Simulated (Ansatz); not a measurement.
# GeCO, triplet: the ladder up to UCCSDT(Q)

Geometry: displaced at random from a stationary point.

```xyz
3

Ge   -0.0154   -0.0090    1.6865
C    -0.0163   -0.0252   -0.2476
O     0.0317    0.0342   -1.4389
```

Basis cc-pVDZ; Ansatz 0.2.0. Correlated methods freeze the noble-gas cores and the filled d shells of p-block atoms, which leaves 14 electrons in 39 orbitals. R marks a restricted (for open shells ROHF) determinant, U an unrestricted one. No spin–orbit coupling is included, and no scalar relativity.

Full CI isn't at hand for all of this; UCCSDT(Q) serves as the reference, and is uncertain by the last step of the cluster series or more. The frozen core follows each run's orbitals, which can shift R against U totals by a few meV for light atoms and by up to 0.1 eV past Ca.

```
UHF ⟨S²⟩                          : 2.053
T1 diagnostic (RCCSD)             : 0.0278
largest doubles amplitude (RCCSD) : 0.078
T1 diagnostic (UCCSD)             : 0.0259
```

| level | E − E(UCCSDT(Q)) (meV) | wall time |
| --- | --- | --- |
| UHF | 10722 | – |
| UMP2 | 961 | – |
| UCCSD | 541 | – |
| UCCSD(T) | 87 | 7.5 s |
| UCCSDT | 51 | – |

Run but not shown, since their state, orbitals or frozen core can't be matched to the reference's or they repeat it: RHF, RMP2, RCCSD, RCCSD(T), BCCD(T), RCCSDT, RCCSDT(Q).

Times hold each run's SCF and search for its determinant on a shared host, so for small cases they say little of a method's own cost; they ran on 1 thread of Arm Neoverse V2. Some runs computed forces too.
